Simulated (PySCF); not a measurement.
# C3H5ClO (SMILES ClC1COC1) at 5 levels

Wanted: a comparison of 5 runs (HF/3-21G, HF/def2-SVP, B3LYP/6-31G*, PBE/def2-SVP, PBE/pcseg-2) of C3H5ClO. The job is set up through a Python script.

Program for the calculation: PySCF 2.14.0.

## (1) Starting point

The species is C3H5ClO (10 atoms), meant as a singlet with charge 0. As SMILES, `ClC1COC1`. The shape is that of a GFN2-xTB optimisation.

Bond lengths: Cl1–C2 1.768 Å, C2–C3 1.530 Å, C3–O4 1.428 Å, C2–C5 1.530 Å, O4–C5 1.428 Å, C2–H6 1.089 Å, C3–H7 1.092 Å, C3–H8 1.094 Å, C5–H9 1.092 Å, C5–H10 1.094 Å. Some angles: Cl1–C2–C3 116.5°, Cl1–C2–C5 116.5°, C3–C2–C5 84.8°, C2–C3–O4 90.9°, C3–O4–C5 92.5°, C2–C5–O4 90.9°, Cl1–C2–H6 107.5°, C3–C2–H6 115.3°, C5–C2–H6 115.3°, C2–C3–H7 116.2°.

## (2) Energy and gradient at HF/3-21G (run 1)

Input file input.py:

```python
# ClC1COC1
import pyscf.grad
from pyscf import gto

system = gto.M(
    atom='''
Cl  -2.137970   0.686600   0.254110
C   -0.383250   0.511060   0.387260
C    0.144870  -0.907190   0.609940
O    0.969220  -0.807120  -0.551890
C    0.396970   0.446320  -0.926930
H   -0.032080   1.255230   1.100170
H    0.726770  -1.068260   1.520020
H   -0.609420  -1.691910   0.504820
H    1.152970   1.219910  -1.077870
H   -0.228090   0.355360  -1.819620
''',
    basis='3-21g',
    charge=0,
    spin=0,
    max_memory=1860,
    verbose=4,
)

hf = system.RHF()
hf.conv_tol = 1e-10
hf.kernel()
if not hf.converged:
    hf = hf.newton().run(hf.mo_coeff, hf.mo_occ)

e_final = hf.e_tot
print(f'total energy: {e_final:.8f} hartree')
grad = hf.Gradients().kernel()
dip = hf.dip_moment()
pop, q = hf.mulliken_pop()
```

Launch:

```bash
$ OMP_NUM_THREADS=1 python input.py
```

Standard output:

```text
PySCF version 2.14.0

[... 64 lines left out ...]
converged SCF energy = -647.548854311759
total energy: -647.54885431 hartree
[... 11 lines left out ...]
Dipole moment(X, Y, Z, Debye):  0.71056,  1.03865,  1.03146
[... 70 lines left out ...]
charge of    9H =      0.23674
```

Wall time 3 s (1 thread of Intel Xeon at 2.70GHz, shared host); peak memory 0.13 GiB.

## (3) Energy and forces at HF/def2-SVP (run 2)

Input file run.py:

```python
from pyscf import gto

mol = gto.M(
    atom='''
Cl    -4.040178     1.297486     0.480198
C     -0.724238     0.965763     0.731815
C      0.273765    -1.714341     1.152620
O      1.831560    -1.525236    -1.042921
C      0.750165     0.843423    -1.751644
H     -0.060622     2.372041     2.079020
H      1.373396    -2.018719     2.872422
H     -1.151637    -3.197247     0.953972
H      2.178798     2.305296    -2.036879
H     -0.431028     0.671533    -3.438583
''',
    charge=0,
    verbose=4,
    max_memory=1860,
    basis='def2-svp',
    unit='bohr',
)

mf = mol.RHF()
mf.conv_tol = 1e-10
mf.kernel()
if not mf.converged:
    mf = mf.newton().run(mf.mo_coeff, mf.mo_occ)

energy = mf.e_tot
print('E(%s) = %.9f' % ('HF', energy))
grad = mf.nuc_grad_method().kernel()
mf.analyze()
```

Launch:

```bash
$ OMP_NUM_THREADS=1 python run.py
```

Standard output:

```text
PySCF version 2.14.0

[... 96 lines left out ...]
MO #9   energy= -8.02272777257834  occ= 2
[... 17 lines left out ...]
MO #27  energy= 0.217902689056251  occ= 0
[... 17 lines left out ...]
MO #45  energy= 0.869496902275446  occ= 0
[... 17 lines left out ...]
MO #63  energy= 1.57199379874316   occ= 0
[... 17 lines left out ...]
MO #81  energy= 2.30534475905676   occ= 0
[... 17 lines left out ...]
MO #99  energy= 3.88754880948401   occ= 0
[... 112 lines left out ...]
Dipole moment(X, Y, Z, Debye):  0.45359,  0.99437,  0.95035
```

Run time: 9.3 s. Hardware: 1 thread of Intel Xeon at 2.70GHz, shared host; peak memory 0.21 GiB.

## (4) Energy and gradient at B3LYP/6-31G(d) (spherical functions) (run 3)

Input file geometry.xyz:

```xyz
10
C3H5ClO
Cl    -2.137970     0.686600     0.254110
C     -0.383250     0.511060     0.387260
C      0.144870    -0.907190     0.609940
O      0.969220    -0.807120    -0.551890
C      0.396970     0.446320    -0.926930
H     -0.032080     1.255230     1.100170
H      0.726770    -1.068260     1.520020
H     -0.609420    -1.691910     0.504820
H      1.152970     1.219910    -1.077870
H     -0.228090     0.355360    -1.819620
```

Input file calc.py:

```python
from pyscf import gto, dft

mol = gto.Mole()
mol.atom = 'geometry.xyz'
mol.max_memory = 1860
mol.basis = '6-31g*'
mol.charge = 0
mol.spin = 0
mol.verbose = 4
mol.build()

mf = dft.RKS(mol)
mf.xc = 'b3lyp'
mf.grids.level = 5
mf.conv_tol = 1e-10
mf.kernel()
if not mf.converged:
    mf = mf.newton().run(mf.mo_coeff, mf.mo_occ)

e_tot = mf.e_tot
print('Final energy', e_tot)
grad = mf.nuc_grad_method().kernel()
mf.analyze()
```

Launch:

```bash
$ OMP_NUM_THREADS=1 python calc.py
```

Standard output:

```text
PySCF version 2.14.0

[... 106 lines left out ...]
MO #4   energy= -10.2409704656811  occ= 2
[... 15 lines left out ...]
MO #20  energy= -0.377139002382102 occ= 2
[... 15 lines left out ...]
MO #36  energy= 0.427142888110187  occ= 0
[... 15 lines left out ...]
MO #52  energy= 0.866759170801224  occ= 0
[... 15 lines left out ...]
MO #68  energy= 1.81849122900283   occ= 0
[... 15 lines left out ...]
MO #84  energy= 2.96473776163883   occ= 0
[... 97 lines left out ...]
Dipole moment(X, Y, Z, Debye):  0.68639,  0.75741,  0.77982
```

Run time: 37 s. Hardware: 1 thread of Intel Xeon at 2.70GHz, shared host; peak memory 0.82 GiB.

Run 4 isn't shown in full; the table further down has it.

## (5) Energy and forces at PBE/pcseg-2 (run 5)

Input file run.py:

```python
import pyscf.grad
from pyscf import gto, dft

mol = gto.M(
    atom=[
    ('Cl', (-2.137970, 0.686600, 0.254110)),
    ('C', (-0.383250, 0.511060, 0.387260)),
    ('C', (0.144870, -0.907190, 0.609940)),
    ('O', (0.969220, -0.807120, -0.551890)),
    ('C', (0.396970, 0.446320, -0.926930)),
    ('H', (-0.032080, 1.255230, 1.100170)),
    ('H', (0.726770, -1.068260, 1.520020)),
    ('H', (-0.609420, -1.691910, 0.504820)),
    ('H', (1.152970, 1.219910, -1.077870)),
    ('H', (-0.228090, 0.355360, -1.819620)),
],
    verbose=3,
    spin=0,
    basis='pcseg-2',
    max_memory=1860,
)

mf = dft.RKS(mol)
mf.xc = 'pbe'
mf.grids.level = 5
mf.conv_tol = 1e-10
mf.kernel()
if not mf.converged:
    mf = mf.newton().run(mf.mo_coeff, mf.mo_occ)

e_tot = mf.e_tot
print('E(%s) = %.9f' % ('PBE', e_tot))
grad = mf.Gradients().kernel()
dip = mf.dip_moment()
pop, q = mf.mulliken_pop()
```

Launch:

```bash
$ OMP_NUM_THREADS=1 python run.py
```

Standard output:

```text
converged SCF energy = -652.3836651534
[... 9 lines left out ...]
Dipole moment(X, Y, Z, Debye):  0.64973,  0.70884,  0.73101
[... 235 lines left out ...]
charge of    9H =      0.04274
```

Run time: 7.7 min. Hardware: 1 thread of Intel Xeon at 2.70GHz, shared host; peak memory 1.8 GiB.

## (6) The series

```
run                               level  integration grid  energy (Eh)  dipole moment (D)  HOMO energy (eV)  LUMO energy (eV)  wall time
  1                            HF/3-21G                 –  -647.548854               1.63            -11.49              5.23        3 s
  2                         HF/def2-SVP                 –  -650.535511               1.45            -11.70              4.69      9.3 s
  3  B3LYP/6-31G* (spherical functions)                 5  -652.693506               1.29             -7.09              0.74       37 s
  4                        PBE/def2-SVP                 5  -651.990233               1.18             -5.75              0.05       41 s
  5                         PBE/pcseg-2                 5  -652.383665               1.21             -6.08             -0.53    7.7 min
```

## (7) Outcome

| quantity | value |
| --- | --- |
| run 5: total energy | -652.38367 Eh |
| run 5: dipole moment | 1.21 D |
| run 5: HOMO energy | -6.08 eV |
| run 5: LUMO energy | -0.53 eV |
| run 5: HOMO–LUMO gap | 5.55 eV |
| run 5: largest force on an atom | 1.179 eV/Å |

What this shows: The dipole moment (its size) runs from 1.18 D (PBE/def2-SVP) to 1.63 D (HF/3-21G). The two ends differ in method and basis. The HOMO–LUMO gap runs from 5.55 eV (PBE/pcseg-2) to 16.72 eV (HF/3-21G). Totals of different functionals can't be ranked against each other. All runs together took 9.2 min, the longest 7.7 min.
